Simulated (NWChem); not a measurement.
# Spin states of CH3O

```xyz
5

C     -0.6289     0.2385     0.1234
O      0.5894    -0.3303    -0.0831
H     -1.4662    -0.4429    -0.0412
H     -0.7529     1.3137    -0.0505
H      1.2772     0.3408     0.0161
```
Charge 0, spin multiplicity 2.

Everything below was run with NWChem. The geometry was optimised at UB3LYP/def2-SVP, a minimum by its harmonic frequencies. It is one conformer; others weren't searched.

Basis set: def2-TZVP. The gap is E(quartet) − E(doublet) at the geometry of the doublet, so a negative value puts the higher spin lower. Open shells are unrestricted. The quartet is the single determinant that the SCF runs reached; it need not be the lowest quartet, which in molecules with degenerate π orbitals can need several determinants.

The correlated methods keep 2 core orbitals frozen. B3LYP has NWChem's definition, with VWN1-RPA local correlation. The structure started from a generated list of species. The stability of the SCF solutions was not checked. Open-shell Hartree-Fock references start from PBE0 orbitals.

Order these methods by the vertical doublet-quartet gap they give, lowest first: PBE, B3LYP, BHandHLYP, HF, MP2, B2PLYP.

HF (171.7 kcal/mol), PBE (192.4 kcal/mol), BHandHLYP (195.1 kcal/mol), B3LYP (196.9 kcal/mol), B2PLYP (201.6 kcal/mol), MP2 (208.6 kcal/mol)
